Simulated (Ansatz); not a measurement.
Equilibrium volume per atom of some elemental solids other than molecular ones

Method: revPBE (Ansatz, a first-principles code, PAW). References are measured values corrected to a static lattice.

Values in Å³/atom.

```csv
solid,reference,revPBE,error (%)
hcp Co,10.96¶,11.08,+1.1
hcp Zr,23.18¶,23.80,+2.7
hcp Mg,22.65¶,23.56,+4.0
body-centred tetragonal In,25.70¶,28.39,+10.5
hcp Ti,17.50¶,17.76,+1.5
hcp Tl,27.99¶,33.04,+18.0
hcp Sc,24.77¶,25.36,+2.4
hcp Re,14.62¶,?,?
hcp Cd,21.01¶,23.93,+13.9
```

Task: Estimate the withheld revPBE value.

Result: The errors of the other rows run from +1.1 % to +18.0 %, with a median of +3.3 %; carried to the reference 14.62 it gives 15.10 Å³/atom. The run gives 15.06 Å³/atom (+3.0 %), -0.3 % from the estimate; the row was drawn at random, and such an estimate is rough. Over these 9 solids the mean error is +6.3 %, the mean absolute error 6.3 % (median 3.0 %), and the worst case hcp Tl at +18.0 %; the value is too high in 9 of 9 cases.

All these references are brought to a static lattice.

Spin–orbit coupling is left out, also for the solids with elements from indium on (body-centred tetragonal In, hcp Tl, hcp Re); its size isn't shown.

¶ marks references of a special kind: hcp Co, 10.96 Å³/atom (measured, copied from a table, unchecked, extrapolated to 0 K and zero-point effects removed; as tabulated in Lejaeghere et al. (2013), arXiv:1204.2733); hcp Zr, 23.18 Å³/atom (measured, copied from a table, unchecked, extrapolated to 0 K and zero-point effects removed; as tabulated in Lejaeghere et al. (2013), arXiv:1204.2733); hcp Mg, 22.65 Å³/atom (measured, copied from a table, unchecked, extrapolated to 0 K and zero-point effects removed; as tabulated in Lejaeghere et al. (2013), arXiv:1204.2733); body-centred tetragonal In, 25.70 Å³/atom (measured, copied from a table, unchecked, extrapolated to 0 K and zero-point effects removed; as tabulated in Lejaeghere et al. (2013), arXiv:1204.2733); hcp Ti, 17.50 Å³/atom (measured, copied from a table, unchecked, extrapolated to 0 K and zero-point effects removed; as tabulated in Lejaeghere et al. (2013), arXiv:1204.2733); hcp Tl, 27.99 Å³/atom (measured, copied from a table, unchecked, extrapolated to 0 K and zero-point effects removed; as tabulated in Lejaeghere et al. (2013), arXiv:1204.2733); hcp Sc, 24.77 Å³/atom (measured, copied from a table, unchecked, extrapolated to 0 K and zero-point effects removed; as tabulated in Lejaeghere et al. (2013), arXiv:1204.2733); hcp Re, 14.62 Å³/atom (measured, copied from a table, unchecked, extrapolated to 0 K and zero-point effects removed; as tabulated in Lejaeghere et al. (2013), arXiv:1204.2733); hcp Cd, 21.01 Å³/atom (measured, copied from a table, unchecked, extrapolated to 0 K and zero-point effects removed; as tabulated in Lejaeghere et al. (2013), arXiv:1204.2733).

Differences are worked out from the printed values.

Caveats: the cell is over a tenth larger than the published one: the level's own overestimate first of all, though another phase or state, or a fault of the published cell, is possible (hcp Tl, hcp Cd). Ansatz's density-functional and Hartree–Fock values are scalar-relativistic unless marked +SOC, with PAW data made under PBE.

Ansatz's runs of these crystals have no spin polarisation, but for hcp Co.

Density-functional runs with spin start from parallel moments for hcp Co.

Not in this set, of the elemental solids other than molecular ones with a reference value in our tables and a result at some level: 5 for no value at revPBE (not run, a failed fit, an unstable or unbound cell, or a value held back for tests); 2 for a published cell of unstated conditions; 2 for a reference at room or unstated temperature; 2 for a cell known from the COD alone. These can be a level's best or worst cases. Solids without a released value at any level aren't counted. Cubic solids are told by their lattice constant and aren't counted here. Layered and molecular crystals are counted apart. The metals Ce to Yb are counted apart.

References as tabulated in Lejaeghere et al. (2013), arXiv:1204.2733.
